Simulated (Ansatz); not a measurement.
Species: HO2, charge 0, multiplicity 2. It need not be the lowest isomer of its formula. 
Geometry from a B3LYP-D3(BJ)/def2-TZVP (Ansatz, a program for electronic structure) optimisation:
SMILES: O[O]
```xyz
3

O      0.0587     0.7153    -0.0516
O      0.0423    -0.6096    -0.0011
H     -0.8076    -0.8455     0.4215
```
Charge 0, spin multiplicity 2.

Basis-set convergence of Hartree-Fock and CCSD correlation energies (hartree) with Ansatz. Correlated levels leave the core frozen unless marked. UHF or UKS for open shells. No spin-orbit coupling. Non-relativistic.

| basis | functions | E(HF) | E(corr, CCSD) |
|---|---|---|---|
| cc-pVDZ | 33 | -150.18730 | -0.36258 |
| cc-pVTZ | 74 | -150.23645 | -0.45905 |
| cc-pVQZ | 140 | -150.24851 | -0.49176 |

Extrapolating the two largest sets (X = 3 and 4) as X^-3: E(corr) = (64·(-0.49176) - 27·(-0.45905))/37 = -0.5156 Eh, an estimate of the basis-set limit. The largest set recovers 95.4 % of it, the smallest 70.3 %.
